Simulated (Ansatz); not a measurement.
# Al₂O+ (doublet): from Hartree-Fock to the top rungs, cc-pVTZ

One table from this session's results is given with a row withheld; the runs are named, their logs left out.

The runs use Ansatz 0.2.0, Gaussian basis; cc-pVTZ, core rule «outside noble gas», up to 11 orbitals frozen.

The runs, in order: UHF; CCSD(T) on ROHF; CCSD(T) on UHF; BCCD(T) on ROHF; CCSDT(Q) on ROHF; CCSDT(Q) on UHF.

3 further runs of the same task are left out: 2 for a known fault of the program, 1 set aside as unsound or not needed.

### The system

The geometry is a PBE0/def2-TZVP stationary point (not a proven minimum) of the parent state, kept for this charge and spin.

3 atoms, charge 1, spin multiplicity 2.

Atoms are counted from 1 here; the program's logs count them from 0.

Bond lengths: Al1–O2 1.705 Å, O2–Al3 1.705 Å. Angles: Al1–O2–Al3 180.0°.

The first run:

in.yaml reads:

```yaml
crystal:
  periodic: [false, false, false]
  atoms:
    - {symbol: Al, position_ang: [0.000000, 0.000000, 1.704700]}
    - {symbol: O, position_ang: [0.000000, 0.000000, 0.000000]}
    - {symbol: Al, position_ang: [0.000000, 0.000000, -1.704700]}
basis:
  gaussian: {orbitals: cc-pVTZ}
total_charge: 1
magnetization: {spin_polarized: true, initial_magnetization: 1}
hamiltonian: {xc: hf}
output: {orbitals: {seedname: orbitals}}
```

Started as:

```sh
$ ansatz run in.yaml --threads 1 --pin off --events-out ev --progress --plain --max-ram 4096MiB --backend cpu
```

Among the steps run: UHF; CCSD(T) on ROHF; CCSD(T) on UHF; BCCD(T) on ROHF; CCSDT(Q) on ROHF; CCSDT(Q) on UHF.

One of the session's tables, all rows but one given; the rest of the session is left out.

| method | from RCCSDT(Q) (meV) |
| --- | --- |
| UHF | +9574.0 |
| RMP2 | ? |
| UMP2 | +699.4 |
| RCCSD | +493.9 |
| UCCSD | +483.1 |
| RCCSD(T) | +36.6 |
| UCCSD(T) | +38.3 |
| BCCD(T) | +34.2 |
| RCCSDT | +29.1 |
| UCCSDT | +27.7 |
| RCCSDT(Q) | 0 |
| UCCSDT(Q) | -6.8 |

**Question.** Estimate the row for RMP2.

**Answer.** from RCCSDT(Q) (meV): +662.2. In the column «from RCCSDT(Q) (meV)» it lies between RCCSD (+493.9) and UMP2 (+699.4).

Caveats from the session: The report flags that the cluster equations may have other roots. Left out of the table: ROHF (another determinant or state than the rows shown). The program flags RCCSD(T), UCCSD(T), BCCD(T), RCCSDT(Q), UCCSDT(Q) as in doubt, so the zero of the table is itself unsure. Warnings: coupled cluster took another determinant than the lowest. Restricted and unrestricted rows rest on different reference determinants; where their highest levels disagree by more than a few hundredths of an eV, they describe different states and don't form one ladder.
